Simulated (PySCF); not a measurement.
Compound: C₄H₅NS.
Numbering: `[NH2:1][c:2]1[cH:3][cH:4][cH:5][s:6]1`

Cartesian coordinates in Å at the PBE0-D3(BJ)/def2-SVP level; atoms count from 1:
```
atom  x, y, z in Å
N1     2.134    0.039   -0.171
C2     0.762    0.117   -0.022
C3    -0.199   -0.785   -0.416
C4    -1.522   -0.320   -0.159
C5    -1.560    0.914    0.423
S6     0.036    1.540    0.660
H7     2.478   -0.905   -0.299
H8     2.676    0.540    0.523
H9     0.039   -1.746   -0.873
H10   -2.420   -0.893   -0.396
H11   -2.423    1.500    0.732
```

NICS is the negative of the GIAO shielding at a point without a nucleus: at the ring centre (0) and 1 Å above and below it (1); zz is the component along the ring normal. Level: GIAO PBE0/pcSseg-1 (PySCF, non-relativistic, gas phase) on the PBE0-D3(BJ)/def2-SVP geometry, one conformer.

Ring bond lengths (Å), with Mayer bond orders in brackets: C2–C3 1.376 (1.50), C3–C4 1.426 (1.26), C4–C5 1.365 (1.61), C5–S6 1.731 (1.10), S6–C2 1.737 (1.14).

Q: What do the NICS probes read (ppm)?

A: 
| ring | type | NICS(0) | NICS(1), two faces | NICS(1)zz, two faces | rms pucker (Å) | centre to ring atoms, mean (Å) |
| --- | --- | --- | --- | --- | --- | --- |
| C2–C3–C4–C5–S6 | 5-membered ring with S; formal bonds all aromatic | -12.0 | -9.8 / -9.5 | -22.1 / -21.4 | 0.00 | 1.29 |

Q: What do they say, and how far can they be read as aromaticity?

A: 
- C2–C3–C4–C5–S6: mean NICS(1)zz -21.8 ppm, shielded. For a flat ring without four-coordinate atoms the NICS criterion counts such a value as aromatic.

Q: And the bond-length index? HOMA = 1 − mean of α(R − Ropt)² over the ring bonds, with Krygowski's 1993 parameters (CC: Ropt 1.388 Å, α 257.7 Å⁻²; CS: Ropt 1.677 Å, α 94.09 Å⁻²).

A: 
- C2–C3–C4–C5–S6: HOMA 0.77; the largest term is that of C3–C4, α(R − Ropt)² = 0.37. The geometric and the magnetic index point the same way.
